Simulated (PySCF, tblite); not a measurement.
# C5H11N: a rotation path, then NMR shifts on frames

Aim: move C5H11N (`CNC1CCC1`) away from its starting geometry and see how NMR shifts follow the geometry.

Computed with tblite 0.8.0 and PySCF 2.14.0, with density-fitted response routines of our own, on a single molecule in the gas phase. Atoms are numbered from 0 throughout.

**1. Starting geometry**

17 atoms, charge 0, multiplicity 1; geometry from: GFN2-xTB.

Bonds of the start (Å): C0–N1 1.45, N1–C2 1.44, C2–C3 1.54, C3–C4 1.54, C4–C5 1.54, C5–C2 1.54, C0–H6 1.09, C0–H7 1.09, C0–H8 1.10, N1–H9 1.02, C2–H10 1.10, C3–H11 1.09, C3–H12 1.09, C4–H13 1.09, C4–H14 1.09, C5–H15 1.09, C5–H16 1.09.

**2. The rotation path with GFN2-xTB**

What the job is given:

```
{"job": {"kind": "neb", "xc": "GFN2-xTB", "basis": "xTB", "atoms": [5, 2, 1, 0], "turn": 120}, "charge": 0, "multiplicity": 1}
C      2.337892    -0.273031    -0.019438
N      1.205007     0.563528    -0.356408
C      0.008399     0.215563     0.374434
C     -1.223409     1.072031     0.039084
C     -2.039524    -0.210908    -0.174626
C     -0.737560    -1.024675    -0.156163
H      3.200646     0.043694    -0.602652
H      2.098577    -1.303219    -0.281453
H      2.600854    -0.243449     1.049861
H      1.432204     1.539182    -0.183332
H      0.184464     0.149797     1.462925
H     -1.569951     1.745527     0.820264
H     -1.073885     1.629983    -0.882230
H     -2.691467    -0.439029     0.666227
H     -2.618630    -0.258042    -1.093761
H     -0.725830    -1.906330     0.480798
H     -0.394785    -1.288592    -1.153441
```

With the program's defaults for keys left out, this is: GFN2-xTB climbing-image nudged elastic band, gas phase.

Launch:

```console
> OMP_NUM_THREADS=1 python probes_run.py task.json out
```

This one command runs all jobs of the session in turn.

The log of the run:

```text
image   E - E0 / eV
  0       0.0000
  1       0.0198
  2       0.0782
  3       0.1438
  4       0.1783
  5       0.1639
  6       0.1139
  7       0.0692
  8       0.0528
```

Run time: 4.3 s. Hardware: 1 thread of Intel Xeon Platinum 8259CL at 2.50GHz, shared host; peak memory 0.18 GiB.

The final band, with the dihedral C5–C2–N1–C0:

| image | dihedral (°) | energy (eV) | energy (kcal/mol) |
| --- | --- | --- | --- |
| 0 | -78 | 0.000 | 0.0 |
| 1 | -65 | 0.020 | 0.5 |
| 2 | -51 | 0.078 | 1.8 |
| 3 | -36 | 0.144 | 3.3 |
| 4 | -18 | 0.178 | 4.1 |
| 5 | -1 | 0.164 | 3.8 |
| 6 | 16 | 0.114 | 2.6 |
| 7 | 31 | 0.069 | 1.6 |
| 8 | 42 | 0.053 | 1.2 |

**3. NMR shieldings: image 0, PBE0/pcSseg-1**

What the job is given:

```
{"job": {"kind": "nmr", "xc": "PBE0", "basis": "pcSseg-1", "pop": false}, "charge": 0, "multiplicity": 1}
C      2.337900    -0.273000    -0.019400
N      1.205000     0.563500    -0.356400
C      0.008400     0.215600     0.374400
C     -1.223400     1.072000     0.039100
C     -2.039500    -0.210900    -0.174600
C     -0.737600    -1.024700    -0.156200
H      3.200600     0.043700    -0.602700
H      2.098600    -1.303200    -0.281500
H      2.600900    -0.243400     1.049900
H      1.432200     1.539200    -0.183300
H      0.184500     0.149800     1.462900
H     -1.570000     1.745500     0.820300
H     -1.073900     1.630000    -0.882200
H     -2.691500    -0.439000     0.666200
H     -2.618600    -0.258000    -1.093800
H     -0.725800    -1.906300     0.480800
H     -0.394800    -1.288600    -1.153400
```

Level: GIAO PBE0/pcSseg-1 NMR shielding, non-relativistic, gas phase.

The log of the run:

```text
coarse grid: 13312 points
cycle   1  E = -251.4503896764  dE =  6.517e-01  |g| = 4.046e-01  |ddm| = 3.551e+00
cycle   2  E = -251.4388494499  dE =  1.154e-02  |g| = 4.750e-01  |ddm| = 8.775e-01
cycle   3  E = -251.4942095841  dE = -5.536e-02  |g| = 4.044e-02  |ddm| = 4.866e-01
cycle   4  E = -251.4944611604  dE = -2.516e-04  |g| = 1.937e-02  |ddm| = 4.584e-02
cycle   5  E = -251.4945379105  dE = -7.675e-05  |g| = 5.163e-03  |ddm| = 1.867e-02
cycle   6  E = -251.4945432759  dE = -5.365e-06  |g| = 1.072e-03  |ddm| = 4.513e-03
final grid: 126128 points
cycle   7  E = -251.5300797090  dE = -3.889e-05  |g| = 9.421e-03  |ddm| = 3.366e-02
cycle   8  E = -251.5300687766  dE =  1.093e-05  |g| = 1.159e-02  |ddm| = 1.895e-02
cycle   9  E = -251.5301024950  dE = -3.372e-05  |g| = 5.299e-04  |ddm| = 1.038e-02
cycle  10  E = -251.5301025513  dE = -5.633e-08  |g| = 1.853e-04  |ddm| = 5.396e-04
cycle  11  E = -251.5301025592  dE = -7.898e-09  |g| = 3.073e-05  |ddm| = 1.565e-04
cycle  12  E = -251.5301025594  dE = -2.037e-10  |g| = 8.119e-06  |ddm| = 4.089e-05
converged SCF energy = -251.5301025594

GIAO shielding tensors (ppm)
atom      isotropic    diamagn.    paramagn.     s11        s22        s33       span
  0 C      150.918     244.615     -93.698    121.142    146.406    185.205     64.064
  1 N      202.874     318.707    -115.833    169.615    193.372    245.635     76.021
  2 C      130.241     247.642    -117.401    117.060    117.767    155.897     38.836
  3 C      158.494     249.194     -90.700    143.879    149.675    181.929     38.050
  4 C      172.059     250.334     -78.275    160.956    170.890    184.330     23.375
  5 C      157.395     248.421     -91.026    137.727    154.661    179.798     42.071
  6 H       29.080      28.093       0.987     24.478     26.870     35.893     11.415
  7 H       29.387      29.929      -0.542     25.078     28.450     34.632      9.554
  8 H       29.575      29.006       0.569     25.242     27.079     36.405     11.163
  9 H       31.516      33.531      -2.015     22.909     31.450     40.188     17.279
 10 H       28.493      32.624      -4.131     25.034     28.748     31.698      6.664
 11 H       29.575      30.580      -1.005     26.214     26.964     35.549      9.335
 12 H       29.830      31.113      -1.283     26.998     28.677     33.816      6.818
 13 H       29.819      30.148      -0.329     26.855     27.002     35.599      8.744
 14 H       29.809      29.468       0.342     26.019     26.728     36.680     10.661
 15 H       29.602      31.036      -1.434     25.941     27.676     35.188      9.247
 16 H       29.913      31.222      -1.308     26.672     29.267     33.801      7.130
```

Wall time 21 s (1 thread of Intel Xeon Platinum 8259CL at 2.50GHz, shared host); peak memory 0.73 GiB.

Shifts follow as δ = σ(reference) − σ, with reference shieldings (ppm) from runs at the same level and on the same kind of geometry: ¹H TMS 31.72, ¹³C TMS 186.9, ¹⁵N NH3 267.7. The references are single molecules in the gas phase, so shifts against H2O, NH3, PH3, H3PO4 or CFCl3 are not on the usual liquid scales and can be off by tens of ppm. Each atom is listed at this fixed geometry, with no averaging over motion; a spectrum would average atoms that exchange fast.

| atoms | environment | σ (ppm) | δ (ppm) |
| --- | --- | --- | --- |
| C2 | sp3 CH bonded to N | 130.2 | 56.7 |
| C0 | methyl carbon bonded to N | 150.9 | 36.0 |
| C5 | sp3 CH2 in a ring | 157.4 | 29.5 |
| C3 | sp3 CH2 in a ring | 158.5 | 28.4 |
| C4 | sp3 CH2 in a ring | 172.1 | 14.9 |
| H10 | hydrogen on an sp3 CH bonded to N | 28.49 | 3.22 |
| H6 | hydrogen on a methyl carbon bonded to N | 29.08 | 2.64 |
| H7 | hydrogen on a methyl carbon bonded to N | 29.39 | 2.33 |
| H8 | hydrogen on a methyl carbon bonded to N | 29.58 | 2.14 |
| H11 | hydrogen on an sp3 CH2 in a ring | 29.58 | 2.14 |
| H15 | hydrogen on an sp3 CH2 in a ring | 29.60 | 2.12 |
| H14 | hydrogen on an sp3 CH2 in a ring | 29.81 | 1.91 |
| H13 | hydrogen on an sp3 CH2 in a ring | 29.82 | 1.90 |
| H12 | hydrogen on an sp3 CH2 in a ring | 29.83 | 1.89 |
| H16 | hydrogen on an sp3 CH2 in a ring | 29.91 | 1.80 |
| H9 | hydrogen on an amine nitrogen | 31.52 | 0.20 |
| N1 | amine nitrogen | 202.9 | 64.9 |

Ring of atoms C2, C3, C4, C5: NICS(0) 0.1, NICS(1) -0.5, NICS(1)zz 4.0 ppm (means of both faces).

**4. NMR shieldings: image 2, PBE0/pcSseg-1**

What the job is given:

```
{"job": {"kind": "nmr", "xc": "PBE0", "basis": "pcSseg-1", "pop": false}, "charge": 0, "multiplicity": 1}
C      2.247100    -0.321100    -0.193100
N      1.225600     0.706000    -0.166600
C     -0.012700     0.329400     0.483800
C     -1.252800     1.080800    -0.043700
C     -1.980400    -0.261500    -0.205000
C     -0.651200    -0.993000     0.023200
H      3.148700     0.097700    -0.636400
H      1.907600    -1.138300    -0.828200
H      2.496100    -0.734200     0.795500
H      1.590900     1.543000     0.279300
H      0.055400     0.374900     1.584100
H     -1.710200     1.802500     0.628800
H     -1.036900     1.559800    -0.995800
H     -2.708100    -0.447600     0.582500
H     -2.450000    -0.435600    -1.170500
H     -0.656700    -1.795800     0.757400
H     -0.219400    -1.355000    -0.905200
```

Method: GIAO PBE0/pcSseg-1 NMR shielding, non-relativistic, gas phase.

The log of the run:

```text
coarse grid: 13312 points
cycle   1  E = -251.4456616575  dE =  6.497e-01  |g| = 4.069e-01  |ddm| = 3.551e+00
cycle   2  E = -251.4341623237  dE =  1.150e-02  |g| = 4.770e-01  |ddm| = 8.883e-01
cycle   3  E = -251.4898024826  dE = -5.564e-02  |g| = 4.059e-02  |ddm| = 4.920e-01
cycle   4  E = -251.4900628212  dE = -2.603e-04  |g| = 1.843e-02  |ddm| = 4.549e-02
cycle   5  E = -251.4901311539  dE = -6.833e-05  |g| = 5.489e-03  |ddm| = 1.829e-02
cycle   6  E = -251.4901373372  dE = -6.183e-06  |g| = 9.670e-04  |ddm| = 4.813e-03
final grid: 126128 points
cycle   7  E = -251.5265537119  dE = -4.056e-05  |g| = 9.573e-03  |ddm| = 3.036e-02
cycle   8  E = -251.5265426675  dE =  1.104e-05  |g| = 1.176e-02  |ddm| = 1.908e-02
cycle   9  E = -251.5265773459  dE = -3.468e-05  |g| = 5.486e-04  |ddm| = 1.053e-02
cycle  10  E = -251.5265774047  dE = -5.878e-08  |g| = 1.985e-04  |ddm| = 5.868e-04
cycle  11  E = -251.5265774136  dE = -8.917e-09  |g| = 3.826e-05  |ddm| = 1.667e-04
cycle  12  E = -251.5265774139  dE = -3.141e-10  |g| = 9.868e-06  |ddm| = 4.878e-05
converged SCF energy = -251.5265774139

GIAO shielding tensors (ppm)
atom      isotropic    diamagn.    paramagn.     s11        s22        s33       span
  0 C      153.324     244.596     -91.272    128.388    146.835    184.749     56.361
  1 N      210.000     318.204    -108.203    167.465    196.339    266.196     98.731
  2 C      132.529     247.073    -114.543    114.417    126.816    156.356     41.939
  3 C      154.744     249.293     -94.549    133.835    149.471    180.926     47.091
  4 C      172.448     250.130     -77.682    161.289    171.475    184.578     23.289
  5 C      163.204     248.316     -85.111    149.302    158.631    181.681     32.379
  6 H       29.178      28.124       1.054     24.909     26.763     35.862     10.953
  7 H       29.045      30.076      -1.031     24.406     28.846     33.882      9.475
  8 H       29.687      29.121       0.566     25.348     26.868     36.843     11.495
  9 H       31.364      32.965      -1.601     22.188     30.984     40.919     18.731
 10 H       28.090      32.144      -4.055     23.628     28.768     31.873      8.245
 11 H       29.503      30.522      -1.019     26.192     27.110     35.208      9.016
 12 H       29.706      30.789      -1.084     27.065     28.342     33.710      6.646
 13 H       29.886      30.056      -0.170     26.905     27.121     35.631      8.726
 14 H       29.858      29.535       0.323     26.093     26.766     36.715     10.622
 15 H       29.840      30.990      -1.150     26.102     27.657     35.760      9.657
 16 H       29.632      31.626      -1.994     25.650     29.941     33.305      7.654
```

Wall time 21 s (1 thread of Intel Xeon Platinum 8259CL at 2.50GHz, shared host); peak memory 0.73 GiB.

In short: δ C2 54.4, C0 33.6, C3 32.2, C5 23.7, H10 3.63, H7 2.67 ppm.

[end of part 1 of 2]
